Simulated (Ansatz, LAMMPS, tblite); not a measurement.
## Ladder of methods for the cohesive energy of rock-salt KF

Reference value: 3.85 eV/atom (measured, zero-point energy (Debye) added; as tabulated in Doll and Stoll (1997), arXiv:cond-mat/9707218).

```tsv
level (code)	value (eV/atom)	cell (Å³/atom)
EIM (LAMMPS)	3.83	18.87
GFN1-xTB (tblite)	5.64	15.46
PBE (Ansatz)	3.73	19.91
r²SCAN (Ansatz)	___	18.80
HSE06 (Ansatz)	3.60	19.36
```

Task: Complete the blanks.

Result: 
- r²SCAN (Ansatz, a first-principles code), value (eV/atom): 3.79

Errors against the reference: EIM -0.02 eV/atom, GFN1-xTB +1.79 eV/atom, PBE -0.12 eV/atom, r²SCAN -0.06 eV/atom, HSE06 -0.25 eV/atom.

Leaving aside EIM, GFN1-xTB, which can be fitted to such values or carry a doubt: The best agreement in this table is that of r²SCAN (-0.06 eV/atom). HSE06 (-0.25 eV/atom) misses by most. Of these only r²SCAN lands within 0.1 eV/atom.

GFN1-xTB: the free atoms are run in the same model without spin. GFN1-xTB: the method was fitted mainly to molecules. GFN1-xTB: the run uses a supercell at the zone centre in place of a k mesh. Each level is taken at its own relaxed cell. Cutoffs and k meshes differ between the levels. Ansatz's density-functional and Hartree–Fock values are scalar-relativistic unless marked +SOC, with PAW data made under PBE.

Empirical potentials (EIM) are fitted to chosen data, which need not cover the solid at hand: agreement can be built in, and what lay outside the fit can be far off.

Differences are worked out from the printed values.
